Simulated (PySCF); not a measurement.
Molecule: `C=C=C`, C3H4.

Molfile (atoms numbered from 1):
```
C3H4
     RDKit          3D

  7  6  0  0  0  0  0  0  0  0999 V2000
    1.3039    0.1621   -0.1224 C   0  0  0  0  0  0  0  0  0  0  0  0
    0.0132   -0.0152   -0.0098 C   0  0  0  0  0  0  0  0  0  0  0  0
   -1.2775   -0.1917    0.1027 C   0  0  0  0  0  0  0  0  0  0  0  0
    1.8976   -0.4250   -0.8309 H   0  0  0  0  0  0  0  0  0  0  0  0
    1.8294    0.9031    0.4891 H   0  0  0  0  0  0  0  0  0  0  0  0
   -1.9830    0.3807   -0.5089 H   0  0  0  0  0  0  0  0  0  0  0  0
   -1.6918   -0.9161    0.8116 H   0  0  0  0  0  0  0  0  0  0  0  0
  1  2  2  0
  2  3  2  0
  1  4  1  0
  1  5  1  0
  3  6  1  0
  3  7  1  0
M  END
```

Geometry PBE0-D3(BJ)/def2-SVP throughout; GIAO in PySCF 2.14.0 with density-fitted response routines, gas phase, one conformer, non-relativistic; equivalent atoms averaged; basis pcSseg-2.

For orientation, PBE0 gives these absolute shieldings σ: C2 -48.2, C1/C3 105.1, H4/H5/H6/H7 26.35 ppm.

A run gave: C2 -54.9, C1/C3 101.3, H4/H5/H6/H7 26.54 ppm (absolute shieldings σ).

Problem. Which functional was used in that run?
A. B3LYP
B. KT2
C. KT3
D. B97-2
E. BLYP

Solution. A. C1/C3 tells them apart best: B3LYP gives 101.3, KT2 gives 110.3, KT3 gives 109.3, BLYP gives 99.2, B97-2 gives 105.8 ppm.
